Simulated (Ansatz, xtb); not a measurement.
**Relative energy of two isomers of C3H9S+**

We compare I, `CC[SH+]C`, a singlet, with II, `C[S+](C)C`, a singlet. Both are isolated ions in the gas phase, relaxed with B3LYP/6-31G*, each in the lowest conformer that the search found.

Quicker runs give these differences E(II) − E(I): GFN2-xTB −26.3 kJ/mol; HF/STO-3G −41.2 kJ/mol (at GFN2-xTB geometries); r2SCAN-D4/def2-SVP −27.2 kJ/mol (at GFN2-xTB geometries).

**Question.** Estimate E(II) − E(I) at the level CCSD(T)/def2-SVP + ΔMP2/def2-TZVPP.

**Answer.** Calculated at CCSD(T)/def2-SVP + ΔMP2/def2-TZVPP: E(II) − E(I) = −33.1 kJ/mol, so structure II lies lower.

How the difference moves with the method:

| level | geometry | E(II) − E(I) (kJ/mol) | departure from the last row (kJ/mol) | job, with rough time for the two |
| --- | --- | --- | --- | --- |
| GFN2-xTB | GFN2-xTB | −26.3 | +6.8 | optimisation, 0.13 s |
| HF/STO-3G | GFN2-xTB | −41.2 | −8.1 | single point, 0.46 s |
| r2SCAN-D4/def2-SVP | GFN2-xTB | −27.2 | +5.9 | single point, 6.9 s |
| B3LYP/6-31G* | B3LYP/6-31G* | −36.4 | −3.3 | optimisation, 32 s |
| HF/def2-SVP | B3LYP/6-31G* | −22.8 | +10.3 | part of the CCSD(T) run |
| MP2/def2-SVP | B3LYP/6-31G* | −21.9 | +11.1 | part of the CCSD(T) run |
| CCSD(T)/def2-SVP | B3LYP/6-31G* | −19.8 | +13.3 | single point |
| CCSD(T)/def2-SVP + ΔMP2/def2-TZVPP | B3LYP/6-31G* | −33.1 |  | single point, 51 s |

As drawn, II has 1 C–S, 1 C–H in place of 1 C–C, 1 S–H.

None of the levels shown reverses the order. The largest departure from CCSD(T)/def2-SVP + ΔMP2/def2-TZVPP is that of CCSD(T)/def2-SVP, 13.3 kJ/mol. The last row adds to CCSD(T) the change of the MP2 difference between the two basis sets, here −13.3 kJ/mol, a large step that makes the value less sure.

With harmonic frequencies from B3LYP/6-31G* (ideal gas, rigid rotor, one conformer each, 298.15 K, 1 atm): the zero-point term adds +1.2 kJ/mol; ΔH is −31.3 and ΔG −28.2 kJ/mol.

The correlated steps freeze 8 core orbitals. Mirror images aren't counted in ΔG. Programs: Ansatz 0.2.0, xtb 6.7.1; the last row on 1 thread of Arm Neoverse V1 on a shared host.
